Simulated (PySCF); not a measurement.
Compound: isocyanodiacetylene, C5HN.
InChI=1S/C5HN/c1-3-4-5-6-2/h1H

The closed-shell ground state was solved at several levels (PySCF, density fitting, gas phase, non-relativistic). Isolated species at its PBE0-D3(BJ)/def2-SVP geometry, gas phase.

```csv
level,basis functions,total energy (Eh),HOMO (eV),LUMO (eV),gap (eV),dipole (D)
B3LYP/6-31G*,86,-245.6815,-7.34,-1.93,5.41,3.20
B97-2/pcJ-1,172,-245.6002,-7.72,-2.20,5.52,3.11
B3LYP/pcJ-2,330,-245.7960,-7.73,-2.39,5.34,3.25
PBE/pcJ-1,172,-245.4017,-6.95,-3.04,3.91,3.38
HF/pcJ-1,172,-244.1793,-10.10,1.65,11.75,2.39
PBE0/def2-SVPD,128,-245.2150,-7.97,-2.20,5.77,3.31
PBE/pcSseg-2,230,-245.4849,-6.97,-3.10,3.87,3.50
```

(1) Estimate the row for CAM-B3LYP/pcJ-1, a basis of 172 functions; the other rows only guide the guess.

(2) Over all these levels, which gives the widest orbital gap and which the narrowest?

(3) In the pcJ-1 basis, how does the gap go with the fixed share of exact exchange?

(4) How far do the dipole and the HOMO energy spread over the levels?

Results:

(1) Total energy -245.5595 Eh, HOMO -9.13 eV, LUMO -1.05 eV, gap 8.08 eV, dipole 2.98 D.

(2) HF/pcJ-1 (Hartree–Fock, all exact exchange) has the widest, 11.75 eV, and PBE/pcSseg-2 (GGA) the narrowest, 3.87 eV. Functional and basis both differ between the two, so the spread mixes both effects. The HOMO need not be the same orbital at Hartree–Fock and at DFT levels.

(3) PBE (0 %) 3.91 eV; B97-2 (21 %) 5.52 eV; HF (100 %) 11.75 eV. Each rise in the share widens the gap here.

(4) The dipole runs from 2.39 to 3.50 D (mean 3.14 D) and the HOMO from -10.10 to -6.95 eV.
